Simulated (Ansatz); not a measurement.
## What a trial cell of RhO₃ relaxes into

Level of theory: Ansatz, DFT PBE, scalar-relativistic, plane waves, PAW. Cutoff 420 eV, Γ-centred k mesh, Gaussian smearing, collinear spin, first started from parallel moments.

RhO₃ was placed on the TiAl3 (D0_22) structure type (I4/mmm, No. 139), with Rh in place of Ti, O in place of Al, at a guessed volume.

```yaml
crystal:
  lattice:
    - [-1.58566, 1.58566, 3.54199]
    - [1.58566, -1.58566, 3.54199]
    - [1.58566, 1.58566, -3.54199]
  atoms:
    - { symbol: Rh, position: [0.00000, 0.00000, 0.00000] }
    - { symbol: O, position: [0.50000, 0.50000, 0.00000] }
    - { symbol: O, position: [0.25000, 0.75000, 0.50000] }
    - { symbol: O, position: [0.75000, 0.25000, 0.50000] }
```

Cell and atoms relax at zero pressure; the relaxation can't lower the symmetry of the start.

Formation energies are uncorrected and refer to the elements' standard structures at the same level (O₂ as a molecule).

Problem. Describe the relaxed structure.

Solution. It ends in Fm-3m (No. 225). The result has the BiF3 (D0_3) structure. Conventional cell: a = 5.195 Å. Rh is coordinated by 8 O at 2.25 Å and 6 O at 2.60 Å; O on Wyckoff site b (1 atom of the primitive cell) has 8 O at 2.25 Å and 6 Rh at 2.60 Å; around O on Wyckoff site c (2 atoms of the primitive cell) lie 4 O at 2.25 Å, 4 Rh at 2.25 Å and 6 O at 2.60 Å.

```cif
data_structure
_symmetry_space_group_name_H-M 'Fm-3m'
_symmetry_Int_Tables_number 225
_cell_length_a 5.1947
_cell_length_b 5.1947
_cell_length_c 5.1947
_cell_angle_alpha 90.000
_cell_angle_beta 90.000
_cell_angle_gamma 90.000
_cell_volume 140.18
loop_
_atom_site_label
_atom_site_type_symbol
_atom_site_symmetry_multiplicity
_atom_site_Wyckoff_symbol
_atom_site_fract_x
_atom_site_fract_y
_atom_site_fract_z
_atom_site_occupancy
Rh1 Rh 4 a 0.00000 0.00000 0.00000 1
O1 O 4 b 0.50000 0.00000 0.00000 1
O2 O 8 c 0.25000 0.75000 0.75000 1
```

Problem. What are its volume, energy, gap and moment?

Solution. The volume per atom is 8.76 Å³, the density is 7.15 g/cm³ and the energy over the elements is 0.76 eV/atom. The gap on the 20×20×20 mesh is 0 eV (a metal) and the net moment per atom is 0.47 μB. The largest site moment is 1.33 μB.

The final run used a 20×20×20 mesh on its 4-atom cell and 0.10 eV smearing. For metals, differences of a few meV/atom aren't resolved. Symmetry constrained the relaxation, so the result can be a saddle point. The steps took about 20 core-minutes in all.